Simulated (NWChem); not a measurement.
**Atomisation of methane (CH$_{4}$)**

```
C
H 1 1.1060
H 1 1.1060 2 109.47
H 1 1.1060 2 109.47 3 120.00
H 1 1.1060 2 109.47 4 120.00
```
Charge 0, spin multiplicity 1.

The numbers come from NWChem runs, not from measurements. Structure: optimised with PBE/def2-SVP, a minimum by its harmonic frequencies.

Basis set: def2-TZVP. The atomisation energy is electronic alone: no zero-point, thermal, spin-orbit or counterpoise terms. No value is extrapolated to the basis-set limit. Free atoms are single determinants with multiplicities C 3, H 2. Correlated methods freeze the same cores in atoms and molecule, 1 orbitals in all.

The correlated methods keep 1 core orbital frozen. No SCF solution was tested for a lower state. Open-shell Hartree-Fock references start from PBE0 orbitals.

**Question.** Order these methods by the atomisation energy they give, lowest first: LDA (SVWN5), PBE, PBE0, HF, TPSS, MP2.

**Answer.** HF (326.3 kcal/mol), MP2 (402.6 kcal/mol), PBE0 (416.6 kcal/mol), PBE (419.4 kcal/mol), TPSS (424.0 kcal/mol), LDA (SVWN5) (461.5 kcal/mol)
